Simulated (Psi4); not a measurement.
# BPH6 (SMILES [BH3-][PH3+]): PBE0/def2-SVP (density fitting with def2-universal-jkfit, sweep point 3)

What is the vertical ionisation energy of BPH6 at PBE0/def2-SVP (density fitting with def2-universal-jkfit, sweep point 3)? 

Program for the calculation: Psi4 1.11.

2 further runs of the same task are left out: 2 set aside as unsound or not needed.

### 1 The system as given

BPH6: 8 atoms, total charge 0, spin state singlet. As SMILES, `[BH3-][PH3+]`. The shape is that of a PBE0-D4/def2-TZVP optimisation.

Bond lengths: B1–P2 1.910 Å, B1–H3 1.209 Å, B1–H4 1.209 Å, B1–H5 1.209 Å, P2–H6 1.408 Å, P2–H7 1.409 Å, P2–H8 1.408 Å. Some angles: B1–P2–H6 118.0°, B1–P2–H7 118.1°, B1–P2–H8 118.0°, P2–B1–H3 103.8°, P2–B1–H4 103.8°, P2–B1–H5 103.8°, H6–P2–H7 99.7°, H6–P2–H8 99.7°, H7–P2–H8 99.7°, H3–B1–H4 114.5°.

### 2 The energy at PBE0/def2-SVP (density fitting with def2-universal-jkfit, sweep point 3)

job.in reads:

```
memory 1600 MB

molecule mol {
  0 1
  B     -0.556100     0.227200    -0.914000
  P      0.433900    -0.181600     0.667700
  H     -1.693400     0.343100    -0.520100
  H     -0.367800    -0.730200    -1.628000
  H     -0.055500     1.254200    -1.309900
  H      0.418800     0.755700     1.718800
  H      1.823100    -0.380300     0.547100
  H      0.089200    -1.345200     1.382600
  symmetry c1
}

set basis def2-SVP
set puream true
set scf_type df
set dft_radial_points 99
set dft_spherical_points 590
set df_basis_scf def2-universal-jkfit

result, w = energy("pbe0", return_wfn=True)
```

Started as:

```console
psi4 -n 1 job.in job.out
```

job.out, shortened:

```text
[...]
  Running in c1 symmetry.
[...]
  Nuclear repulsion =   59.544517156228110
[...]
  Multiplicity = 1
[...]
  Nalpha       = 13
  Nbeta        = 13
[...]
    Number of basis functions: 62
[...]
   @DF-RKS iter   1:  -369.31147623966831   -1.68491e-01   7.47278e-03 ADIIS/DIIS
[...]
   @DF-RKS iter   7:  -369.47906917560329   -2.32633e-08   3.42170e-07 DIIS
[...]
    Orbital Energies [Eh]
    ---------------------
    Doubly Occupied:
       1A    -77.259790     2A     -6.723286     3A     -6.671353
       4A     -4.811464     5A     -4.811463     6A     -4.807974
       7A     -0.723530     8A     -0.516514     9A     -0.452920
      10A     -0.452900    11A     -0.328941    12A     -0.311633
      13A     -0.311624
[...]
  @DF-RKS Final Energy:  -369.47906917560329
   => Energetics <=
    Nuclear Repulsion Energy =             59.5445171562281104
    One-Electron Energy =                -625.9475174964240978
    Two-Electron Energy =                 219.1103985238788709
    DFT Exchange-Correlation Energy =     -22.1864673592862118
    Empirical Dispersion Energy =           0.0000000000000000
    VV10 Nonlocal Energy =                  0.0000000000000000
    Total Energy =                       -369.4790691756032857
[...]
 Multipole Moments:
 ------------------------------------------------------------------------------------
     Multipole            Electronic (a.u.)      Nuclear  (a.u.)        Total (a.u.)
 ------------------------------------------------------------------------------------
 L = 1.  Multiply by 2.5417464519 to convert [e a0] to [Debye]
 Dipole X            :          1.1330518           -0.2562415            0.8768103
 Dipole Y            :         -0.4682437            0.1061634           -0.3620804
 Dipole Z            :          1.8092864           -0.4084037            1.4008826
 Magnitude           :                                                    1.6918542
[...]
```

It took 15 s on 1 thread of Intel Xeon Platinum 8259CL at 2.50GHz (Skylake/Cascade Lake), shared host; peak memory 0.96 GiB.

### 3 The doublet cation, same level

input.dat reads:

```
memory 1600 MB

molecule {
  1 2
  B     -0.556100     0.227200    -0.914000
  P      0.433900    -0.181600     0.667700
  H     -1.693400     0.343100    -0.520100
  H     -0.367800    -0.730200    -1.628000
  H     -0.055500     1.254200    -1.309900
  H      0.418800     0.755700     1.718800
  H      1.823100    -0.380300     0.547100
  H      0.089200    -1.345200     1.382600
  symmetry c1
}

set {
  basis def2-SVP
  reference uks
  puream true
  scf_type df
  dft_radial_points 99
  dft_spherical_points 590
  df_basis_scf def2-universal-jkfit
  maxiter 150
}

energy_value = energy('pbe0')
```

Started as:

```console
psi4 input.dat output.dat -n 1
```

output.dat, shortened:

```text
[...]
  Running in c1 symmetry.
[...]
  Nuclear repulsion =   59.544517156228110
[...]
  Multiplicity = 2
[...]
  Nalpha       = 13
  Nbeta        = 12
[...]
    Number of basis functions: 62
[...]
   @DF-UKS iter   1:  -368.90586682469217    2.37119e-01   6.70301e-03 DIIS/ADIIS
[...]
   @DF-UKS iter  14:  -369.07557748351309    9.23142e-08   9.59041e-07 DIIS
[...]
   @S^2 Observed:                7.581773863E-01
[...]
    Orbital Energies [Eh]
    ---------------------
    Alpha Occupied:
       1A    -77.474658     2A     -7.031863     3A     -6.889250
       4A     -5.029146     5A     -5.028615     6A     -5.026607
       7A     -0.949902     8A     -0.812211     9A     -0.690207
      10A     -0.663166    11A     -0.639384    12A     -0.608550
      13A     -0.572778
    Alpha Virtual:
      14A     -0.186238    15A     -0.175680    16A     -0.157224
      17A     -0.113521    18A     -0.087939    19A     -0.086866
      20A     -0.051473    21A      0.037774    22A      0.050930
      23A      0.067027    24A      0.143009    25A      0.145459
[...]
  @DF-UKS Final Energy:  -369.07557748351309
   => Energetics <=
    Nuclear Repulsion Energy =             59.5445171562281104
    One-Electron Energy =                -619.5981639076449028
    Two-Electron Energy =                 212.9281922244284999
    DFT Exchange-Correlation Energy =     -21.9501229565248188
    Empirical Dispersion Energy =           0.0000000000000000
    VV10 Nonlocal Energy =                  0.0000000000000000
    Total Energy =                       -369.0755774835130865
[...]
 Multipole Moments:
 ------------------------------------------------------------------------------------
     Multipole            Electronic (a.u.)      Nuclear  (a.u.)        Total (a.u.)
 ------------------------------------------------------------------------------------
 L = 1.  Multiply by 2.5417464519 to convert [e a0] to [Debye]
 Dipole X            :          0.1862155           -0.2562415           -0.0700261
 Dipole Y            :          0.1236630            0.1061634            0.2298264
 Dipole Z            :          0.5257904           -0.4084037            0.1173866
 Magnitude           :                                                    0.2674012
[...]
```

It took 30 s on 1 thread of Intel Xeon Platinum 8259CL at 2.50GHz (Skylake/Cascade Lake), shared host; peak memory 0.96 GiB.

### 4 What came out

Level: PBE0/def2-SVP (density fitting with def2-universal-jkfit, sweep point 3).

| quantity | value |
| --- | --- |
| singlet BPH6: total energy | -369.47907 Eh |
| singlet BPH6: dipole moment | 4.30 D |
| singlet BPH6: HOMO energy | -8.48 eV |
| singlet BPH6: LUMO energy | 0.79 eV |
| singlet BPH6: HOMO–LUMO gap | 9.27 eV |
| doublet cation: total energy | -369.07558 Eh |
| doublet cation: HOMO energy (highest over α and β) | -15.48 eV |
| doublet cation: LUMO energy (lowest over α and β) | -13.41 eV |
| doublet cation: ⟨S²⟩ | 0.758 |
| vertical ionisation energy (to the doublet cation) | 10.980 eV |

The vertical ionisation energy comes to 10.98 eV (253 kcal/mol). −ε(HOMO) before ionisation, 8.48 eV, is 2.50 eV below this ionisation energy.
